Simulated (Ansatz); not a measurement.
# CHCl2: the cost of one run

Program: Ansatz 0.2.0. Level of theory: RKS PBE-D4/6-31G*. These are calculated values, not measurements.

## (1) The system as given

Bond lengths: Cl1–C2 1.839 Å, C2–Cl3 1.839 Å, C2–H4 1.119 Å. Angles: Cl1–C2–Cl3 105.6°, Cl1–C2–H4 101.0°, Cl3–C2–H4 100.9°.

Coordinates:

```xyz
4

Cl   -1.5156    0.3214   -0.4793
C     0.3008    0.0357   -0.4451
Cl    0.5682   -1.2912    0.7995
H     0.6466    0.9341    0.1249
```

## (2) Relaxing the start

The input, input.yaml:

```yaml
crystal:
  periodic: [false, false, false]
  atoms:
    - { symbol: Cl, position_ang: [-1.51562, 0.32144, -0.4793] }
    - { symbol: C, position_ang: [0.30078, 0.03573, -0.44515] }
    - { symbol: Cl, position_ang: [0.56819, -1.29123, 0.79954] }
    - { symbol: H, position_ang: [0.64665, 0.93406, 0.12491] }
total_charge: -1
basis:
  gaussian: { orbitals: "6-31G*" }
hamiltonian:
  xc: pbe
  dispersion: d4
relax:
  f_tol: 0.02
  max_steps: 40
scf:
  lower_state_search: "off"
```

The run is started by

```bash
$ ansatz run input.yaml --threads 1 --pin off --max-ram 2048MiB --backend cpu --events-out ev --progress --plain --runs-dir out
```

Q: Estimate wall time and peak memory on 1 thread of AMD EPYC (Zen 3), shared host.

About 10 s, with a peak of 0.11 GiB.
